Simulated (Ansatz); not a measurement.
## Cubic perovskite SrTiO₃ (cubic form, which distorts at low temperature)

These are HSE06 in Ansatz (plane waves, PAW) values and carry that method's errors.

Numerical settings: plane-wave cutoff 500 eV, 6×6×6 k mesh, gaussian smearing 0.02 eV, no spin polarisation, scalar-relativistic PAW data made under PBE.

Cell: relaxed with r²SCAN: a = 3.9069 Å, b = 3.9069 Å, c = 3.9069 Å, α = 90.00°, β = 90.00°, γ = 90.00°.

| Quantity | Result |
|---|---|
| band gap | 3.34 eV (on the SCF k mesh) |

Measured, for comparison: band gap 3.59 eV (zero-point renormalisation of 336 meV (experimental, the table's column) added back here, indirect; inputs from Miglio et al. (2020), arXiv:2011.12765).

Note: cell and atoms aren't relaxed at this level (pressure -1.8 GPa).

Spin–orbit coupling is not included.

Computing time: very roughly 3 core-minutes.

Ansatz is a first-principles code.
